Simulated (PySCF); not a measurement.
**Solvent effects on NMR parameters**

Bonds (- single, = double, # triple, : aromatic): Si1=S2. Si1 carries H3, H4.

GIAO PBE0/pcSseg-1 in PySCF on one PBE0-D3(BJ)/def2-SVP conformer, non-relativistic, equivalent nuclei averaged. Solvents enter as an IEF-PCM continuum (dichloromethane with ε = 8.9, dimethylsulfoxide with ε = 46.8) around the gas-phase geometry. Shifts are referred to TMS, CS2 computed in the same medium.

In dichloromethane, δ in ppm: Si1 192.9, S2 269.8, H3/H4 7.26. Dipole moment 4.06 D.

Q: How does each δ change in the more polar medium?

A: 
| atoms | environment | Δδ, dimethylsulfoxide |
| --- | --- | --- |
| Si1 | silicon bonded to S, 2 H | +3.8 |
| S2 | sulfur bonded to Si | -23.9 |
| H3/H4 | hydrogen on a silicon bonded to S | +0.02 |

Changes are relative to dichloromethane. The dipole moment becomes 4.28 D in dimethylsulfoxide.

Q: Which nuclei move most (in ppm), and what does the model miss?

A: S2 (sulfur bonded to Si, -23.9 ppm) in dimethylsulfoxide. A continuum only polarises the solute; specific hydrogen bonds, the anisotropy of aromatic solvents and changes of geometry or conformer are outside it.
